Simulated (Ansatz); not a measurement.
# CH2BN (SMILES [H]B([H])C#N): the energy, rung by rung

CH2BN: 5 atoms, total charge 0, spin state singlet. As SMILES, `[H]B([H])C#N`. The coordinates come from a GFN2-xTB relaxation.

```xyz
5

B     0.3037    0.5276    0.0085
H     1.4689    0.5060    0.0583
H    -0.2983    1.5260   -0.0270
C    -0.4507   -0.7816   -0.0120
N    -1.0237   -1.7779   -0.0278
```

Quantity: the energy change with the C4–N5 bond stretched from 1.149 to 1.437 Å, in eV. The values are calculated.

| level | kind | program | value (eV) | CPU time (all runs) |
| --- | --- | --- | --- | --- |
| SVWN5/STO-3G (restricted) | LDA | Ansatz | 1.44 | 0.96 s |
| PBE/STO-3G (restricted) | GGA | Ansatz | 1.29 | 1.5 s |
| revPBE/STO-3G (restricted) | GGA | Ansatz | 1.23 | 1.5 s |
| r2SCAN/STO-3G (restricted) | meta-GGA | Ansatz | 1.66 | 3.5 s |
| BHLYP/STO-3G (restricted) | global hybrid | Ansatz | 2.51 | 1.4 s |
| CAM-B3LYP/STO-3G (restricted) | range-separated hybrid | Ansatz | 2.09 | 1.8 s |
| wB97X/STO-3G (restricted) | range-separated hybrid | Ansatz | 2.19 | 6.4 s |
| B2PLYP/STO-3G (restricted) | double hybrid | Ansatz | 1.49 | 1.9 s |
| MP2/STO-3G (restricted) | perturbation theory | Ansatz | 2.33 | 0.16 s |
| CCSDTQ/STO-3G (restricted) | coupled cluster or CI | Ansatz | 1.32 | 13 s |

The first shape isn't each level's own minimum. The values span 1.23 to 2.51 eV. All rows use very small basis sets, so even the best lies far from the true value. CPU times are rough (shared hosts, several kinds of processor): they show what a rung costs within a factor of a few.
